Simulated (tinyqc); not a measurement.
Extended Hueckel theory, for CH4, step by step. One step of it, computed by the program tinyqc.

Question. Mulliken analysis. P = C n C^T; charge = valence electrons (C 4, H 1) minus the sum of (P S)_ii on the atom; overlap population = 2 sum P_ij S_ij between two atoms.

coefficients:
```
,MO1,MO2,MO3,MO4,MO5,MO6,MO7,MO8
1C 2s,0.587512,0.000000,0.000000,0.000000,0.000000,0.000000,0.000000,1.692860
1C 2px,0.000000,-0.260299,0.474766,0.152898,-0.006691,0.293464,1.112896,0.000000
1C 2py,0.000000,0.086674,-0.126788,0.541247,0.770596,0.827792,-0.213651,0.000000
1C 2pz,0.000000,0.491190,0.273967,-0.014481,0.854892,-0.743870,0.201294,0.000000
2H 1s,0.188788,0.167901,0.328830,0.359347,-0.886568,-0.206683,-0.602734,-0.715418
3H 1s,0.188788,-0.443147,0.173199,-0.197669,0.893897,-0.114761,-0.616268,-0.715418
4H 1s,0.188788,-0.076250,-0.462898,0.212981,0.042502,-0.700032,0.836754,-0.715418
5H 1s,0.188788,0.351496,-0.039130,-0.374659,-0.049831,1.021475,0.382248,-0.715418
```

occupations: 2.000000  2.000000  2.000000  2.000000  0.000000  0.000000  0.000000  0.000000

overlap S:
```
,1C 2s,1C 2px,1C 2py,1C 2pz,2H 1s,3H 1s,4H 1s,5H 1s
1C 2s,1.000000,0.000000,0.000000,0.000000,0.502402,0.502402,0.502402,0.502402
1C 2px,0.000000,1.000000,0.000000,0.000000,0.287219,0.287219,-0.287219,-0.287219
1C 2py,0.000000,0.000000,1.000000,0.000000,0.287219,-0.287219,0.287219,-0.287219
1C 2pz,0.000000,0.000000,0.000000,1.000000,0.287219,-0.287219,-0.287219,0.287219
2H 1s,0.502402,0.287219,0.287219,0.287219,1.000000,0.155428,0.155428,0.155428
3H 1s,0.502402,0.287219,-0.287219,-0.287219,0.155428,1.000000,0.155428,0.155428
4H 1s,0.502402,-0.287219,0.287219,-0.287219,0.155428,0.155428,1.000000,0.155428
5H 1s,0.502402,-0.287219,-0.287219,0.287219,0.155428,0.155428,0.155428,1.000000
```

Give: charges; Overlap populations.

Answer.

charges: 1C -0.1890, 2H 0.0472, 3H 0.0472, 4H 0.0472, 5H 0.0472

Overlap populations:
```
pair,value
2-1,0.799709
3-1,0.799709
3-2,-0.032853
4-1,0.799709
4-2,-0.032853
4-3,-0.032853
5-1,0.799709
5-2,-0.032853
5-3,-0.032853
5-4,-0.032853
```
